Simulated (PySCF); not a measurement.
# P2⁺: spin, charge, geometry and surroundings

Aim: change spin, charge, geometry, field or solvent of P2⁺, one at a time, and compare with the base run.

Computed with PySCF 2.14.0. Level: each script names its method and basis.

3 further runs of the same task are left out: 1 for a known fault of the program, 2 that didn't finish.

## Step 1: The starting structure

P2⁺: 2 atoms, charge 1, spin multiplicity 2.

Bond lengths: P1–P2 1.806 Å.

## Step 2: The base run

input.py reads:

```python
from pyscf import gto, scf, cc

mol = gto.M(
    atom='P 0 0 0; P 0 0 1.806',
    basis='6-31g',
    charge=1,
    spin=1,
    verbose=4,
)
mf = scf.ROHF(mol)
mf.kernel()
mycc = cc.CCSD(mf)
mycc.kernel()
e = mycc.eeccsd(nroots=4)[0]
print('roots (eV) =', (e*27.211386).round(3))
mf.dip_moment()
print('orbital energies (hartree):', mf.mo_energy[..., max(0, mol.nelec[1]-3):mol.nelec[0]+3].round(4))
```

On the command line:

```sh
OMP_NUM_THREADS=1 python input.py
```

The log of this run is left out.

Base result: E(SCF) = -680.958331 Eh, 7 cycles, E(CCSD) − E(SCF) = -0.15484 Eh, excitation roots 0.000, 0.973, 0.973, 1.032 eV.

The bond length is a typed value, not an optimised one. The dipole of an ion depends on the origin.

## Step 3: Charge +2 (triplet)

Variant 1 changes charge: 1 → 2; spin (2S): 1 → 2.

input.py reads:

```python
from pyscf import gto, scf, cc

mol = gto.M(
    atom='P 0 0 0; P 0 0 1.806',
    basis='6-31g',
    charge=2,
    spin=2,
    verbose=4,
)
mf = scf.ROHF(mol)
mf.kernel()
mycc = cc.CCSD(mf)
mycc.kernel()
e = mycc.eeccsd(nroots=4)[0]
print('roots (eV) =', (e*27.211386).round(3))
mf.dip_moment()
print('orbital energies (hartree):', mf.mo_energy[..., max(0, mol.nelec[1]-3):mol.nelec[0]+3].round(4))
```

On the command line:

```sh
OMP_NUM_THREADS=1 python input.py
```

## Step 4: Lengths in bohr

Variant 2 changes length unit: angstrom → bohr; bond length: 1.806 Å → 1.806 bohr.

input.py, as its differences from that of step 2:

```diff
@@ -7,2 +7,3 @@
     spin=1,
+    unit='bohr',
     verbose=4,
```

## Step 5: Charge +3

Variant 3 changes charge: 1 → 3.

input.py, as its differences from that of step 2:

```diff
@@ -5,3 +5,3 @@
     basis='6-31g',
-    charge=1,
+    charge=3,
     spin=1,
```

## Step 6: Bond 1.932 Å

Variant 4 changes bond length: 1.806 Å → 1.932 Å.

input.py, as its differences from that of step 2:

```diff
@@ -3,3 +3,3 @@
 mol = gto.M(
-    atom='P 0 0 0; P 0 0 1.806',
+    atom='P 0 0 0; P 0 0 1.932',
     basis='6-31g',
```

Q: Predict the outcome of this session. Wanted: for each run, E(SCF); from base; after the SCF.

As calculated:

```
                          run  E(SCF) (hartree)  from base (eV)  cycles                                    after the SCF
                         base       -680.958331               0       7   CCSD correlation -4.213 eV, first root 0.97 eV
          charge +2 (triplet)       -680.323329        +17.2793       7   CCSD correlation -3.621 eV, first root 0.01 eV
lengths in bohr (poor choice)       -677.850534  not comparable       7   CCSD correlation -2.494 eV, first root 3.98 eV
                    charge +3       -679.321620        +44.5372       7  CCSD correlation -4.320 eV, first root -0.81 eV
                 bond 1.932 Å       -680.974049         -0.4277       7   CCSD correlation -4.456 eV, first root 0.53 eV
```

What this shows: At the SCF level, going to the triplet with one electron fewer costs 17.28 eV at fixed geometry, which need not be the lowest ionisation. Rows marked «poor choice» come from settings spoiled on purpose.
